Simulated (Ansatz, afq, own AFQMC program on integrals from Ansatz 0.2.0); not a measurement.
AFQMC on a folder of integrals that Ansatz 0.2.0 wrote.

```yaml
crystal:
  periodic: [false, false, false]
  atoms:
    - {symbol: Si, position_ang: [0.000000, 0.000000, 0.554993]}
    - {symbol: O, position_ang: [0.000000, 0.000000, -1.121434]}
    - {symbol: H, position_ang: [0.000000, 1.331946, 1.168229]}
    - {symbol: H, position_ang: [0.000000, -1.331946, 1.168229]}
basis:
  gaussian: {orbitals: aug-cc-pVDZ}
magnetization: {spin_polarized: true, initial_magnetization: 2}
correlation: {method: ccsd_t, electrons: outside_noble_gas, hamiltonian_folder: ham}
```

```sh
$ ansatz run in.yaml --threads 1 --pin off --events-out ev --progress --plain --max-ram 16896MiB --backend cuda --devices 0, --max-vram 18GiB
```

Options of the walk:

```
--method phaseless --trial cisd --walkers 1800 --populations 20 --least-time 60 --time-step 0.005 --steps-per-block 50 --equilibration-blocks 28 --max-blocks 4000 --target-error 0.00021 --factor-cut 1e-05 --start spin_pure --seed 8614 --release-times 0.24,0.51,0.99,1.62,2.4 --release-step 0.03 --release-every 3 --taylor-order 6
```

Times are imaginary, in 1/Eh. The walk had a cap of 241 s. With eight or more populations the least sampling time is a fifth of least-time, and the error comes from their spread.

Output of the walk:

```
orbitals 62  electrons 7 5  factors 498 of 665
reference energy -364.87599452 Eh
CCSD correlation -0.27560993 Eh in 13 cycles, weight of the determinant in the CISD state 0.8817
energy of the start -365.150608 Eh
 block  time / (1/Eh)  mean weight  energy / Eh
     1     0.250  0.9992  -365.148131
     2     0.500  1.0006  -365.151374
     3     0.750  1.0000  -365.153295
     4     1.000  1.0004  -365.155034
     5     1.250  1.0002  -365.157472
     8     2.000  0.9996  -365.157829
    11     2.750  1.0000  -365.160072
    14     3.500  1.0002  -365.159413
    17     4.250  1.0003  -365.161212
    20     5.000  1.0001  -365.160780
    23     5.750  0.9998  -365.159542
    26     6.500  1.0000  -365.162412
    29     7.250  0.9998  -365.162359
    32     8.000  0.9997  -365.160230
    35     8.750  0.9992  -365.159492
    38     9.500  1.0002  -365.159830
    41    10.250  0.9996  -365.160313
    44    11.000  1.0003  -365.160593
    47    11.750  1.0003  -365.160733
    50    12.500  1.0002  -365.159549
    52    13.000  0.9995  -365.159203
    53    13.250  1.0006  -365.160918
    56    14.000  1.0001  -365.159395
    59    14.750  0.9998  -365.159890
    62    15.500  1.0001  -365.162644
    65    16.250  1.0001  -365.160585
    68    17.000  0.9995  -365.159435
    71    17.750  1.0002  -365.160449
    74    18.500  1.0002  -365.159595
    77    19.250  0.9999  -365.161057
    78    19.500  1.0003  -365.162524
error from the spread of 20 populations
released: time / (1/Eh)  energy / Eh  error  mean overlap
  0.24  -365.160544  0.000149  0.9992
  0.51  -365.160716  0.000157  0.9995
  0.99  -365.160775  0.000219  1.0028
  1.62  -365.160769  0.000248  1.0042
  2.40  -365.160235  0.000256  1.0196
energy -365.160365 +/- 0.000183 Eh
(rows thinned)
```

The run passed its tests (sampling time, drift between the halves within three errors, error under three times the target), which doesn't prove that it has relaxed.

Against this walk (error 5.0 meV) on the same determinant: CCSD(T) 33.2 meV higher, CCSDT(Q) 16.2 meV lower. The error is statistical and leaves out the bias of the constraint. Released to 2.40 1/Eh the energy moves by 4 ± 9 meV (both errors), within twice the noise.

Cautions: constraint bias not in the error; lower spins were not checked; released walk and highest rung disagree (by 20 meV at 2.40 1/Eh).

The walk took 61 s on 1 × NVIDIA H100 80GB HBM3 with 2 threads of AMD EPYC 7R13 Processor (Zen 3), with other jobs on the host (the card was shared). The log's last line is the phaseless energy.

CCSDT and higher add their correlation energy to the determinant of the CCSD(T) run, since their own runs factorise the integrals more tightly (a shift of under 2 meV). A walk keeps the symmetry of its determinant, which the program's search chose and which needn't be the lowest solution, so a lower state of the same spin and another symmetry isn't excluded.
